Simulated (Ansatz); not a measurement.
Input file:

```yaml
crystal:
  periodic: [false, false, false]
  atoms:
    - {symbol: N, position_ang: [0.000000, -0.655903, 1.700962]}
    - {symbol: Ge, position_ang: [0.000000, 0.319017, -0.062250]}
    - {symbol: O, position_ang: [0.000000, -0.874178, -1.206483]}
basis:
  gaussian: {orbitals: cc-pVDZ}
magnetization: {spin_polarized: true, initial_magnetization: 5}
hamiltonian: {xc: {name: PBE}}
correlation: {method: rpa, electrons: outside_noble_gas}
```

```sh
$ ansatz run in.yaml --threads 1 --pin off --events-out ev --progress --plain --max-ram 2393MiB
```

Log:

```
597 factors; integrals over basis functions are off by at most 3.9e-4 eV
mean field evaluation 1: about -60027.0790 eV, gradient 3.9e1 eV
mean field evaluation 2: about -60027.0752 eV, gradient 3.9e1 eV
mean field evaluation 4: about -60030.5237 eV, gradient 2.0e1 eV
mean field evaluation 8: about -60033.3451 eV, gradient 2.8e0 eV
mean field evaluation 16: about -60033.3989 eV, gradient 2.0e-3 eV
mean field evaluation 32: about -60033.4298 eV, gradient 1.2e0 eV
mean field evaluation 64: about -60029.2053 eV, gradient 1.3e1 eV
mean field evaluation 96: about -60030.3379 eV, gradient 1.0e0 eV
mean field evaluation 128: about -60033.3222 eV, gradient 4.4e0 eV
mean field evaluation 160: about -59983.4915 eV, gradient 6.5e1 eV
mean field evaluation 192: about -60010.0882 eV, gradient 2.5e1 eV
mean field -60033.43945728 eV, -2206.1882079283 hartree, gradient 3.0e-6 eV, S^2 8.758203; 13 other end points of the search recorded, 0 dependent functions left out
16 core orbitals not correlated: weight in the atoms' cores, before any rotation towards them, 0.956 or more for the frozen orbitals, at most 0.042 for the correlated occupied ones
reference -59984.50341662 eV, -2204.3898416040 hartree; 10, 5 occupied and 29, 34 virtual orbitals, 597 factors
Total energy: -59999.42539812 eV, -2204.9382143095 hartree
```

Ran on 1 thread of Arm Neoverse V1, shared host: 18 s wall, 0.18 GiB peak host memory.
